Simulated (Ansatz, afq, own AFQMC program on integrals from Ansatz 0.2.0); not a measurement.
# Where AFQMC and coupled cluster stand for B2H, quartet

```yaml
atoms:
  - { symbol: B, position_ang: [-0.5444, 0.0000, 0.4819] }
  - { symbol: B, position_ang: [0.5184, 0.0000, -0.6054] }
  - { symbol: H, position_ang: [0.2792, 0.0000, 1.3244] }
```

Connectivity, by distances: BH–B.

Basis 6-31G. Noble-gas cores (and the filled d shells of Ga–Kr and In–Xe) are frozen. AFQMC by an in-house program on the Cholesky factors that Ansatz 0.2.0 writes for its CCSD(T) run. The CISD trial takes its coefficients from CCSD amplitudes. Released means that phaseless walkers are propagated on without the constraint, phases kept. Uncertainties: one standard error, sampling alone.

Determinant: UHF, the one that the program's search chose, which needn't be the lowest solution. The geometry is a point of a scan.

Full CI on the same integrals is exact in this basis and with this determinant's frozen core.

Cautions: lower spins were not checked.

* T1 diagnostic: 0.0345
* weight of the determinant in the CISD state: 0.916
* ⟨S²⟩ of the determinant: 3.766
* size of the correlated space: 7 electrons in 18 orbitals

Reference: full CI, correlation energy -2.408 eV. The released energy is read at 2.40 1/Eh (meV from the phaseless value at times in 1/Eh: -3.4 ± 1.7 at 0.24, -5.5 ± 1.5 at 0.51, -6.7 ± 1.2 at 0.99, -8.4 ± 1.1 at 1.62, -9.1 ± 1.1 at 2.40).

```csv
level,E − E(reference) (kcal/mol),share of correlation (%)
HF,55.54,0.00
MP2,16.59,70.13
CCSD,2.17,96.09
CCSD(T),0.64,98.84
CCSDT,0.10,99.83
CCSDT(Q),0.02,99.97
CCSDTQ,0.00,99.99
ph-AFQMC/CISD,0.25 ± 0.05,99.55
released AFQMC,0.04 ± 0.03,99.93
```

CCSDT and higher add their correlation energy to the determinant of the CCSD(T) run, since their own runs factorise the integrals more tightly (a shift of under 2 meV). A walk keeps the symmetry of its determinant, which the program's search chose and which needn't be the lowest solution, so a lower state of the same spin and another symmetry isn't excluded. Released energies are given only where the last usable release times agree within the noise; a slower fall can still hide under it.
